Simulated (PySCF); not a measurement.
**Atomic charges against the basis set**

Compound: H2O.
Atom-mapped SMILES: `[OH2:1]` (hydrogens: H2, H3 on O1)

PBE0 throughout (PySCF), one geometry, spherical d and f functions. Geometry: PBE0-D3(BJ)/def2-SVP; no solvent, vibrations or thermal averaging. Atoms taken as equivalent share a column and are averaged.

Mulliken charges (e):

```csv
basis,functions,O1,H2/H3
STO-3G,7,-0.368,+0.184
6-31G,13,-0.734,+0.367
pcSseg-0,13,-0.692,+0.346
6-31G*,18,-0.827,+0.413
def2-SVP,24,-0.308,+0.154
cc-pVDZ,24,-0.272,+0.136
pcSseg-1,27,-0.446,+0.223
"6-311+G(2d,p)",39,-0.542,+0.271
aug-cc-pVDZ,41,-0.229,+0.114
def2-TZVP,43,-0.643,+0.321
IGLO-III,55,-0.567,+0.284
cc-pVTZ,58,-0.434,+0.217
pcSseg-3,138,-0.548,+0.274
```

IAO charges (e):

```json
{"basis": "STO-3G", "functions": "7", "O1": "-0.473", "H2/H3": "+0.237"}
{"basis": "6-31G", "functions": "13", "O1": "-0.686", "H2/H3": "+0.343"}
{"basis": "pcSseg-0", "functions": "13", "O1": "-0.645", "H2/H3": "+0.322"}
{"basis": "6-31G*", "functions": "18", "O1": "-0.690", "H2/H3": "+0.345"}
{"basis": "def2-SVP", "functions": "24", "O1": "-0.681", "H2/H3": "+0.341"}
{"basis": "cc-pVDZ", "functions": "24", "O1": "-0.687", "H2/H3": "+0.344"}
{"basis": "pcSseg-1", "functions": "27", "O1": "-0.698", "H2/H3": "+0.349"}
{"basis": "6-311+G(2d,p)", "functions": "39", "O1": "-0.734", "H2/H3": "+0.367"}
{"basis": "aug-cc-pVDZ", "functions": "41", "O1": "-0.737", "H2/H3": "+0.368"}
{"basis": "def2-TZVP", "functions": "43", "O1": "-0.726", "H2/H3": "+0.363"}
{"basis": "IGLO-III", "functions": "55", "O1": "-0.737", "H2/H3": "+0.368"}
{"basis": "cc-pVTZ", "functions": "58", "O1": "-0.723", "H2/H3": "+0.361"}
{"basis": "pcSseg-3", "functions": "138", "O1": "-0.739", "H2/H3": "+0.369"}
```

Hirshfeld charges (e):

```tsv
basis	functions	O1	H2/H3
STO-3G	7	-0.232	+0.116
6-31G	13	-0.330	+0.165
pcSseg-0	13	-0.339	+0.170
6-31G*	18	-0.327	+0.164
def2-SVP	24	-0.330	+0.165
cc-pVDZ	24	-0.325	+0.163
pcSseg-1	27	-0.331	+0.166
6-311+G(2d,p)	39	-0.320	+0.160
aug-cc-pVDZ	41	-0.312	+0.156
def2-TZVP	43	-0.326	+0.163
IGLO-III	55	-0.318	+0.159
cc-pVTZ	58	-0.325	+0.162
pcSseg-3	138	-0.315	+0.158
```

ESP-fitted charges (e):

| basis | functions | O1 | H2/H3 |
| --- | --- | --- | --- |
| STO-3G | 7 | -0.594 | +0.297 |
| 6-31G | 13 | -0.889 | +0.444 |
| pcSseg-0 | 13 | -0.867 | +0.433 |
| 6-31G* | 18 | -0.759 | +0.379 |
| def2-SVP | 24 | -0.722 | +0.361 |
| cc-pVDZ | 24 | -0.697 | +0.348 |
| pcSseg-1 | 27 | -0.747 | +0.373 |
| 6-311+G(2d,p) | 39 | -0.756 | +0.378 |
| aug-cc-pVDZ | 41 | -0.682 | +0.341 |
| def2-TZVP | 43 | -0.751 | +0.376 |
| IGLO-III | 55 | -0.698 | +0.349 |
| cc-pVTZ | 58 | -0.697 | +0.349 |
| pcSseg-3 | 138 | -0.686 | +0.343 |

Which scheme is steadiest as the basis changes?

Largest range over the bases for any column: Hirshfeld 0.11 e, IAO 0.27 e, ESP-fitted 0.30 e, Mulliken 0.60 e. Hirshfeld charges move least and Mulliken charges most, counted in e. Without the minimal STO-3G basis the ranges are Hirshfeld 0.03, IAO 0.09, ESP-fitted 0.21, Mulliken 0.60 e.

How much do the charges still move between the two largest bases, cc-pVTZ and pcSseg-3?

At most, over all atoms: Mulliken 0.115 e, IAO 0.016 e, Hirshfeld 0.009 e, ESP-fitted 0.011 e.

What do the same runs give for the total energy, the frontier levels and the dipole moment?

```tsv
basis	energy (Eh)	HOMO (eV)	LUMO (eV)	μ (D)
STO-3G	-75.2477	-4.28	10.15	1.70
6-31G	-76.3009	-8.32	2.00	2.53
pcSseg-0	-76.1314	-8.08	1.82	2.47
6-31G*	-76.3239	-8.28	2.31	2.13
def2-SVP	-76.2763	-8.31	1.74	2.03
cc-pVDZ	-76.3390	-8.20	1.88	1.96
pcSseg-1	-76.3321	-8.63	1.34	2.10
6-311+G(2d,p)	-76.3732	-9.04	1.02	2.11
aug-cc-pVDZ	-76.3599	-9.06	-0.34	1.89
def2-TZVP	-76.3773	-8.90	0.83	2.10
IGLO-III	-76.3833	-9.00	0.47	1.94
cc-pVTZ	-76.3744	-8.73	1.12	1.94
pcSseg-3	-76.3873	-9.08	-0.06	1.90
```

The dipole is fixed by the density alone, so its range of 0.83 D shows that the density itself changes with the basis, not only its division among atoms.
